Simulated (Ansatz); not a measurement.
A structure relaxed at PBE-D4/def2-TZVP in Ansatz, charge 1, singlet:

```xyz
5

Al   -1.4948    0.2700   -0.2148
Al    1.1405   -0.2083    0.1627
H     1.5848   -1.5545   -0.5291
H    -3.0437    0.5562   -0.4328
H     1.8132    0.9367    1.0139
```

Question: Give its formula and point group.

Answer: the cluster Al₂H₃⁺. Point group C2v (tolerance 0.1 Å).

Question: Summarise the bond lengths by kind (pairs closer than 1.2 times the sum of covalent radii, bridged metal pairs left out).

Answer: 1 × Al–Al 2.70 Å; 3 × Al–H 1.58 to 1.59 Å.

The structure comes from a short search, and lower isomers may exist.
